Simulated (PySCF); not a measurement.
Species: PH (triplet state).
Geometry (PBE0-D3(BJ)/def2-SVP, Å), atoms numbered from 1 in this order:
```xyz
2
PH angstrom
P      0.722   -0.006   -0.005
H     -0.716    0.009   -0.023
```

As a line formula: `[PH]` [triplet].

Computed with UKS B3LYP, IGLO-III on P, pcH-1 on H, non-relativistic, mean-field spin-orbit, GIAO in PySCF. Spin–spin part from the singly occupied natural orbitals, spin–orbit part to second order with van Wüllen's prefactor. Isolated species at its PBE0-D3(BJ)/def2-SVP geometry, gas phase.

(1) What zero-field splitting does the calculation give?

(2) Express D in other units.

(3) What are the three sublevel energies at zero field and the gaps between them?

(4) How are these sublevels filled in thermal equilibrium at 1.5 K and zero field?

(5) Where do the strong lines fall at 9.402 GHz with the field along each axis of D (isotropic g = 2.0052, hyperfine left aside, microwave field at right angles)?

## Answers

(1) D = +4.724 cm⁻¹ and E = 0.000 cm⁻¹, with E given the sign of D (E/D = 0.00; 0 is axial, 1/3 the rhombic limit). Point group C∞v requires E = 0. Diagonalised alone, the spin–spin tensor gives D = +0.370, E = 0.000 and the spin–orbit tensor D = +4.355, E = 0.000 cm⁻¹; in size the spin–orbit D is 12 times the other. The Mulliken spin populations are largest on P1 (+2.06) and H2 (-0.06). No atom but P1 exceeds +0.15.

(2) D = +141.63 GHz = +5046 mT (with g_iso = 2.0052) = +6.797 K = +585.7 μeV.

(3) With H = D(Sz² − 2/3) + E(Sx² − Sy²): Tz at -3.150 cm⁻¹, Tx at +1.575 cm⁻¹, Ty at +1.575 cm⁻¹. The gaps are |D| − |E| = 141.63 GHz, |D| + |E| = 141.63 GHz and 2|E| = 0.00 GHz.

(4) kT = 1.04 cm⁻¹, so the Boltzmann shares are Tz 97.9 %, Tx 1.1 %, Ty 1.1 %.

(5) From exact diagonalisation up to 10900 mT, keeping lines above a fifth of the strength of a high-field Δm = ±1 line:

| field along | resonance fields (mT) |
| --- | --- |
| x | 1343 |
| y | 1343 |
| z | 4711, 5381 |

Without D the line would be at 335 mT. The microwave quantum is 0.314 cm⁻¹, against |D| + |E| = 4.724 cm⁻¹.

Natural occupations around the open shell: 1.997, 1.000, 1.000, 0.003. ⟨S²⟩ = 2.0060 against the exact 2.0000, so spin contamination is small.

Principal g values: 2.0022, 2.0067, 2.0067.

On one thread, Arm Neoverse V1 (shared host), this took 1.7 s.
